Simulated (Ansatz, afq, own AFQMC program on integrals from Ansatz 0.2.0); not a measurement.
Integrals from Ansatz 0.2.0, then the random walk in our own AFQMC program (afq).

```yaml
crystal:
  periodic: [false, false, false]
  atoms:
    - {symbol: C, position_ang: [-0.889365, 0.332830, -1.170271]}
    - {symbol: C, position_ang: [0.380764, -0.035208, -0.494477]}
    - {symbol: C, position_ang: [1.119967, 0.942213, 0.344341]}
    - {symbol: H, position_ang: [-1.425075, -0.547549, -1.556228]}
    - {symbol: H, position_ang: [-1.570096, 0.875820, -0.490882]}
    - {symbol: H, position_ang: [-0.721488, 1.008528, -2.035534]}
    - {symbol: H, position_ang: [0.892984, -0.951654, -0.805372]}
    - {symbol: H, position_ang: [0.444513, 1.483987, 1.029987]}
    - {symbol: H, position_ang: [1.904225, 0.461964, 0.948718]}
    - {symbol: H, position_ang: [1.621171, 1.722271, -0.266982]}
basis:
  gaussian: {orbitals: def2-TZVP}
magnetization: {spin_polarized: true, initial_magnetization: 1}
correlation: {method: ccsd_t, electrons: outside_noble_gas, hamiltonian_folder: ham}
```

```sh
$ ansatz run in.yaml --threads 1 --pin off --events-out ev --progress --plain --max-ram 15360MiB --backend cuda --devices 0, --max-vram 18GiB
```

Options of the walk:

```
--method free --trial cisd --walkers 600 --time-step 0.03 --max-blocks 4000 --target-error 0.00031 --factor-cut 1e-05 --seed 6719 --times 0,0.21,0.42,0.81,1.2,1.8,2.4,3 --taylor-order 8
```

Times are imaginary, in 1/Eh. The walk had a cap of 180 s.

Log:

```
orbitals 132  electrons 10 9  factors 938 of 938
reference energy -117.67896730 Eh
CCSD correlation -0.53093732 Eh in 10 cycles, weight of the determinant in the CISD state 0.8342
repeat  energy at the last time / Eh  error
    10  -118.231527  0.001799
    20  -118.230321  0.001662
    30  -118.229791  0.001315
    40  -118.230241  0.001184
    50  -118.229497  0.001134
time / (1/Eh)  energy / Eh  error  mean overlap
  0.00  -118.209690  0.000151  1.1983
  0.21  -118.221137  0.000176  1.1980
  0.42  -118.225283  0.000182  1.2040
  0.81  -118.228460  0.000244  1.2053
  1.20  -118.229534  0.000346  1.2043
  1.80  -118.229655  0.000509  1.1960
  2.40  -118.229251  0.000787  1.2319
  3.00  -118.230044  0.001106  1.2345
energy -118.230044 +/- 0.001106 Eh
```

The time cap ended the run before it passed its tests.

Against this walk (error 30.1 meV) on the same determinant: CCSD(T) 42.4 meV higher (within the noise). The error is statistical, and a free projection of finite length keeps a remainder of its start. None of these is a sure reference here.

Cautions: remainder of the start not in the error; error above the target (30.1 against 8.4 meV).

The walk took 3.1 min on 1 × NVIDIA H100 80GB HBM3 with 2 threads of AMD EPYC 7R13 Processor (Zen 3) (shared host) (the card was shared). The log's last line is the free-projection energy.
